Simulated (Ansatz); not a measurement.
Cost and result for the atomization energy of C3H3F (`C=C=CF`) (7 atoms, 6 bonds).

| atom | x (Å) | y (Å) | z (Å) |
| --- | --- | --- | --- |
| C1 | -0.285 | -1.275 | -0.242 |
| C2 | -0.010 | -0.029 | 0.001 |
| C3 | 0.241 | 1.213 | 0.285 |
| F4 | 0.954 | 2.011 | -0.528 |
| H5 | 0.376 | -2.074 | 0.083 |
| H6 | -1.182 | -1.561 | -0.784 |
| H7 | -0.094 | 1.716 | 1.185 |

Charge 0, multiplicity 1. The structure was optimised at the PBE0-D4/def2-TZVP level. Program: Ansatz. All runs use 2 threads of an Arm Neoverse V1 on a shared host. Times are those of one run each, without the atoms' runs, and a repeat can differ threefold. Electronic energies, without spin–orbit coupling; frozen cores. CCSD(T)/CBS adds CCSD(T) − MP2 in def2-TZVPP to the MP2 limit, and its time is that of the two runs behind it. T1 = 0.013; the RHF reference is unstable towards UHF. HSE06 is the plane-wave form, built on full-range PBE exchange.

CCSD(T)/CBS is a level of theory with its own doubt, some kJ/mol a heavy atom from the limit and from the frozen cores, so smaller differences don't rank the functionals.

| level | functions | wall time |
| --- | --- | --- |
| BLYP-D4/def2-TZVPP | 166 | 1.4 s |
| CCSD(T)/def2-SVP | 71 | 1.8 s |
| HSE06-D4/def2-TZVPP | 166 | 1.9 s |
| BHLYP-D4/def2-TZVPP | 166 | 2.1 s |
| CAM-B3LYP-D4/def2-TZVPP | 166 | 2.1 s |
| B2PLYP/def2-TZVPP | 166 | 3.2 s |
| r2SCANh-D4/def2-TZVPP | 166 | 3.3 s |
| PBE-QIDH/def2-TZVPP | 166 | 3.3 s |
| r2SCAN-D4/def2-TZVPP (with forces) | 166 | 3.6 s |
| ωB97M-V/def2-TZVPP (with forces) | 166 | 7.5 s |
| MP2/def2-QZVPP | 318 | 13 s |
| CCSD(T)/def2-TZVPP | 166 | 34 s |
| CCSD(T)/CBS(def2) | – | 47 s |

**Question.** What atomization energy does each give, and how far from CCSD(T)/CBS? (Best estimate.)

**Answer.** Computed: 
| level | atomization (kJ/mol) | difference from CCSD(T)/CBS | per bond |
| --- | --- | --- | --- |
| BLYP-D4/def2-TZVPP | 2993.4 | 45.6 | 7.6 |
| CCSD(T)/def2-SVP | 2826.2 | -121.6 | -20.3 |
| HSE06-D4/def2-TZVPP | 2996.7 | 48.9 | 8.1 |
| BHLYP-D4/def2-TZVPP | 2841.0 | -106.8 | -17.8 |
| CAM-B3LYP-D4/def2-TZVPP | 2975.5 | 27.7 | 4.6 |
| B2PLYP/def2-TZVPP | 2939.1 | -8.7 | -1.4 |
| r2SCANh-D4/def2-TZVPP | 2949.3 | 1.5 | 0.3 |
| PBE-QIDH/def2-TZVPP | 2944.8 | -3.0 | -0.5 |
| r2SCAN-D4/def2-TZVPP (with forces) | 2978.2 | 30.4 | 5.1 |
| ωB97M-V/def2-TZVPP (with forces) | 2966.9 | 19.1 | 3.2 |
| MP2/def2-QZVPP | 2992.1 | 44.3 | 7.4 |
| CCSD(T)/def2-TZVPP | 2874.0 | -73.8 | -12.3 |
| CCSD(T)/CBS(def2) | 2947.8 | 0.0 | 0.0 |

From PBE to PBE0 (25 % exact exchange), in def2-TZVPP and without D4, the atomization energy moves by −90.7 kJ/mol: exact exchange takes away binding that semilocal exchange gives to molecules. In def2-TZVPP, CCSD(T) changes the Hartree–Fock value by +759.0 kJ/mol (the triples alone add +57.7 kJ/mol) and MP2 by +833.6 kJ/mol; breaking electron pairs costs correlation energy, which Hartree–Fock lacks. Leaving LDA and LC-ωPBE aside and taking each functional with its dispersion term where it has one, the values, not all of them listed here, spread over 244.4 kJ/mol, from BHLYP-D4 to PBE-D4. LDA lies +389.3 kJ/mol from PBE without D4, its usual overbinding.
